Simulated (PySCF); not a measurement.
Species: isothiazole, C3H3NS.
Z-matrix (Å and degrees, PBE0-D3(BJ)/def2-SVP geometry), rows numbered from 1:
```
C 
C   1  1.4234
N   2  1.3132  1  116.74
S   3  1.6547  2  109.22  1     0.06
C   1  1.3721  2  109.86  3     0.00
H   1  1.0900  2  125.23  3   179.97
H   2  1.0943  1  124.72  3  -179.97
H   5  1.0902  1  128.36  2   179.98
```

The closed-shell ground state was solved at several levels (PySCF, density fitting, gas phase, non-relativistic).

```tsv
level	basis functions	HOMO (eV)	LUMO (eV)	gap (eV)	dipole (D)
CAM-B3LYP/def2-SVPD	131	-8.87	0.01	8.88	2.53
PBE0/pcSseg-1	107	-7.68	-1.02	6.66	2.50
B3LYP/cc-pVTZ	196	-7.32	-1.14	6.18	2.36
B3LYP/6-31G*	80	-7.15	-0.81	6.34	2.48
B3LYP/aug-cc-pVTZ-J	312	-7.38	-1.30	6.08	2.42
```

(1) Estimate the row for B3LYP/def2-TZVP, a basis of 179 functions; the other rows only guide the guess.

(2) Over all these levels, which gives the widest orbital gap and which the narrowest?

(3) How much does the basis alone move the frontier levels among the 4 B3LYP rows (the withheld one included)?

(4) How far do the dipole and the HOMO energy spread over the levels?

## Answers

(1) HOMO -7.33 eV, LUMO -1.20 eV, gap 6.13 eV, dipole 2.40 D.

(2) CAM-B3LYP/def2-SVPD (range-separated hybrid) has the widest, 8.88 eV, and B3LYP/aug-cc-pVTZ-J (global hybrid, 20 % exact exchange) the narrowest, 6.08 eV. Functional and basis both differ between the two, so the spread mixes both effects.

(3) The HOMO by 0.23 eV and the LUMO by 0.49 eV. By rising basis size (HOMO, LUMO in eV): 6-31G* -7.15, -0.81; def2-TZVP -7.33, -1.20; cc-pVTZ -7.32, -1.14; aug-cc-pVTZ-J -7.38, -1.30.

(4) The dipole runs from 2.36 to 2.53 D (mean 2.45 D) and the HOMO from -8.87 to -7.15 eV.
